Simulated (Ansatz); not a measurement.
Relaxed structures of C₂H₄Si, singlet (PBE0-D4/def2-TZVP; forces vanish, vibrations not checked; lower isomers may exist, and structures with a doubtful reference or unclear bonds are left out; Å). Ansatz 0.2.0; basis: def2-TZVPP; cores frozen in the correlated methods.

Question: Rank them by CCSD(T) energy, lowest first, and give each one's height above the lowest. Links in brackets join atoms within 1.22 times the sum of their covalent radii (1.1 for two metals). (To be estimated.)
A.
C₂H₄Si (C1=C[SiH2]1)
```
7
angstrom
C -0.8565 -0.4346 -0.2693
C 0.2993 -0.2811 -0.9091
Si 0.3512 0.4511 0.7427
H -1.8145 -0.8872 -0.4930
H 0.6921 -0.5545 -1.8805
H 0.2687 1.9174 0.9452
H 1.0598 -0.2111 1.8639
```
B.
C₂H₄Si (C1=[SiH]C1)
```
7
angstrom
C -0.8926 -0.4092 -0.1793
C 0.2422 0.3483 0.5983
Si 0.4726 -0.3063 -1.1165
H -1.8973 -0.6497 0.1286
H 1.2355 -0.5574 -2.3551
H 0.1003 1.4142 0.7837
H 0.6833 -0.1542 1.4606
```
C.
C₂H₄Si (C#C[SiH3])
```
7
angstrom
C 0.2543 -0.0994 -0.3009
C 0.0601 -0.6467 -1.3576
Si 0.5484 0.7282 1.2968
H -0.5042 0.3230 2.2600
H -0.1117 -1.1306 -2.2919
H 0.5071 2.1981 1.1024
H 1.8796 0.3314 1.8168
```
D.
C₂H₄Si ([CH2][CH][SiH])
```
7
angstrom
C 0.7249 0.5023 0.5615
C 0.0465 -0.3111 -0.2590
Si -1.8002 -0.0332 -0.3975
H -2.0632 -1.1634 -1.3941
H 0.6026 -1.0800 -0.7921
H 0.2136 1.2867 1.1167
H 1.7992 0.4287 0.7177
```

Answer: The calculation gives: C (0.000 eV), A (0.389 eV), D (0.662 eV), B (2.058 eV). Heights count from the lowest.

No T1 diagnostic of these runs exceeds 0.016. The restricted Hartree–Fock reference is unstable towards an unrestricted one at one or more of these structures.

For scale, one of the runs: CCSD(T)/def2-TZVPP, 160 basis functions, launched by `ansatz run in.yaml --threads 2 --pin off --events-out ev --progress --plain --max-ram 4352MiB`. Hardware: 2 CPU threads of an Arm Neoverse V2, shared host. Wall time 15 s; peak host memory 1.1 GiB.
